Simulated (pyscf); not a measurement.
GeH₂ [singlet] + CH₄ → H₃C–GeH₃ (insertion; singlet surface; C–H broken, Ge–H, C–Ge formed). Optimised with ωB97X-D3(BJ)/def2-SVP in PySCF. Correlated levels are frozen-core, on RHF or UHF. ΔMP2 is the change of the MP2 total energy from the triple- to the quadruple-zeta basis. Energies in kcal/mol from the separated reactants.

| level | barrier | reaction energy |
|---|---|---|
| ωB97X-D3(BJ)/def2-TZVP | … | -38.4 |
| PBE/def2-TZVP | 21.5 | -33.6 |
| B3LYP-D3(BJ)/def2-TZVP | 28.9 | -31.6 |
| HF/def2-TZVP | 50.6 | -29.7 |
| CCSD/def2-TZVPP | 31.1 | -36.3 |
| CCSD(T)/def2-TZVPP | 27.1 | -37.3 |
| CCSD(T)/def2-TZVPP + ΔMP2(QZVPP) | … | … |

### Question
What belongs in the gaps?

### Answer

- ωB97X-D3(BJ)/def2-TZVP, barrier: 29.5
- CCSD(T)/def2-TZVPP + ΔMP2(QZVPP), barrier: 26.4
- CCSD(T)/def2-TZVPP + ΔMP2(QZVPP), reaction energy: -36.6

On the reactant side the descent ends in a complex, 4.1 kcal/mol under the separated species and 33.6 kcal/mol under the saddle at ωB97X-D3(BJ)/def2-TZVP. This is the saddle that the search found; another between the same sides may lie lower. The CCSD(T) − MP2 part came from Ansatz, without density fitting, on the same reference. The frozen core leaves the outer d or s,p core shells of the metals and heavy elements correlated in the MP2 and CC values, and def2-TZVPP describes them poorly, which can shift differences by a few kcal/mol. Elements up to Kr have no core potential and no relativistic terms here.
